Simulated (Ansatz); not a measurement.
# CO (singlet): the correlation ladder at distance O1–C2 = 1.356 Å, 6-31G

How much of the correlation energy of CO (singlet) does each wave-function method recover here?

Computed with Ansatz 0.2.0, Gaussian basis. Level: 6-31G, core rule «outside noble gas», up to 2 orbitals frozen.

Plan: UHF; CCSD(T) on RHF; CCSD(T) on UHF; BCCD(T) on RHF; CISD; CCSDT(Q) on RHF; CCSDT(Q) on UHF; CISDTQ; CCSDTQ on RHF; CCSDTQ on UHF; CASSCF and MRCISD+Q, 2 electrons in 2 orbitals; CASSCF and NEVPT2, 2 electrons in 2 orbitals; CASSCF and MRCISD+Q, 10 electrons in 8 orbitals; CASSCF and MRCISD+Q(relaxed), 10 electrons in 8 orbitals; CASSCF and NEVPT2, 10 electrons in 8 orbitals; Full CI.

22 further runs of the same task are left out: 15 that didn't finish, 7 set aside as unsound or not needed.

## 1. What is computed

The geometry derives from a PBE0/def2-TZVP stationary point (not a proven minimum). One bond is set to the value named and the two fragments are kept rigid.

2 atoms, charge 0, spin multiplicity 1.

Atoms are counted from 1 here; the program's logs count them from 0.

Bond lengths: O1–C2 1.356 Å.

Coordinates:

```xyz
2

O     0.0000    0.0000    0.0000
C     0.0000    0.0000    1.3560
```

## 2. UHF

in.yaml

```yaml
crystal:
  periodic: [false, false, false]
  atoms:
    - {symbol: O, position_ang: [0.000000, 0.000000, 0.000000]}
    - {symbol: C, position_ang: [0.000000, 0.000000, 1.356000]}
basis:
  gaussian: {orbitals: 6-31G}
magnetization: {spin_polarized: true, initial_magnetization: 0}
hamiltonian: {xc: hf}
output: {orbitals: {seedname: orbitals}}
```

Run with:

```console
ansatz run in.yaml --threads 1 --pin off --events-out ev --progress --plain --max-ram 2393MiB
```

After this run come: CCSD(T) on RHF; CCSD(T) on UHF; BCCD(T) on RHF; CISD; CCSDT(Q) on RHF; CCSDT(Q) on UHF; CISDTQ; CCSDTQ on RHF; CCSDTQ on UHF; CASSCF and MRCISD+Q, 2 electrons in 2 orbitals; CASSCF and NEVPT2, 2 electrons in 2 orbitals; CASSCF and MRCISD+Q, 10 electrons in 8 orbitals; CASSCF and MRCISD+Q(relaxed), 10 electrons in 8 orbitals; CASSCF and NEVPT2, 10 electrons in 8 orbitals; Full CI.

Before running them: what should the planned runs give, taken together? Wanted: FCI below the RHF energy; RMP2 from FCI; RCCSD from FCI; RCCSD(T) from FCI; RCCSDT(Q) from FCI; NEVPT2 pair from FCI; MRCISD+Q pair from FCI; NEVPT2 valence from FCI; T1 diagnostic.

As calculated:

```
                         quantity                                                                             value
         FCI below the RHF energy                                                                        -6.9853 eV
                    RMP2 from FCI                                                                         +69.1 meV
                   RCCSD from FCI                                                                        +485.0 meV
                RCCSD(T) from FCI                                                                         +53.3 meV
               RCCSDT(Q) from FCI                                                                          -6.1 meV
             NEVPT2 pair from FCI                                                                        +576.7 meV
           MRCISD+Q pair from FCI                                                                        +326.8 meV
          NEVPT2 valence from FCI                                                                        +519.9 meV
levels within 1 kcal/mol (43 meV)  BCCD(T), RCCSDT, RCCSDT(Q), RCCSDTQ, MRCISD+Q valence, MRCISD+Q(relaxed) valence
                    T1 diagnostic                                                                             0.040
   effectively unpaired electrons                                                                              0.16
```

RCCSD(T) misses by +53.3 meV, 0.8 % of the correlation energy. RCCSDT(Q) falls below full CI, which methods that aren't variational can do. The occupations are near whole numbers, but T1 = 0.040 shows that the orbitals relax strongly. Of the multireference levels listed MRCISD+Q(relaxed) valence comes nearest in total energy (+2.3 meV), which doesn't show that its space is the better one. These misses are within one basis, not against nature.
